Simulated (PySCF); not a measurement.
One of the candidates below gave these computed data.

All candidates are C5H8.

- Rotational structure: rotational constants A, B, C: 19.666, 2.415, 2.392 GHz [GFN2-xTB]
- UV, strongest line: among the 8 lowest singlet transitions: S6 at 7.89 eV (157 nm, f = 0.546) [TDDFT PBE0/def2-SVPD]
- Triplet: lowest triplet excitation (Tamm–Dancoff): 4.36 eV [TDA PBE0/def2-SVPD]
- UV, first state: lowest singlet excitation: 6.51 eV (191 nm, f = 0.298) [TDDFT PBE0/def2-SVPD]
- Dipole: 0.13 D [PBE0/def2-SVPD]
- Polarisability: 63.0 au [PBE0/def2-SVPD]

Gas-phase values; electronic properties from PySCF, density fitting. Levels stand in brackets. The structure is a single GFN2-xTB conformer in the gas phase; no vibrational or solvent corrections.

Question: Which candidate is it?
A. `C=CCC=C`
B. `CC=C=CC`
C. `C=C1C[C@@H]1C`

Answer: A. It is `C=CCC=C`. Numbering: `[CH2:1]=[CH:2][CH2:3][CH:4]=[CH2:5]`. Its formula, C5H8, gives 2 degrees of unsaturation: 0 rings and 2 π bonds in the structure found. The optimised geometry has point group C2 and is an asymmetric top.

The others, at the same levels:
- `CC=C=CC` fails: its computed lowest singlet excitation is 5.86 eV (212 nm, f = 0.000) (against 6.51 eV), lowest triplet excitation (Tamm–Dancoff) is 4.56 eV (against 4.36 eV) and static isotropic polarisability is 65.9 au (against 63.0 au).
- `C=C1C[C@@H]1C` fails: its computed strongest line among the 8 lowest singlet transitions is S4 at 7.38 eV (168 nm, f = 0.210) (against S6 at 7.89 eV), static isotropic polarisability is 60.3 au (against 63.0 au) and rotational constant A is 9.295 GHz (against 19.666 GHz).

Each candidate is one conformer, not necessarily the lowest. The conformers computed, where there is a choice (atom-mapped SMILES and torsion angles):
- `[CH2:1]=[CH:2][CH2:3][CH:4]=[CH2:5]`: C1–C2–C3–C4 117°, C2–C3–C4–C5 117°
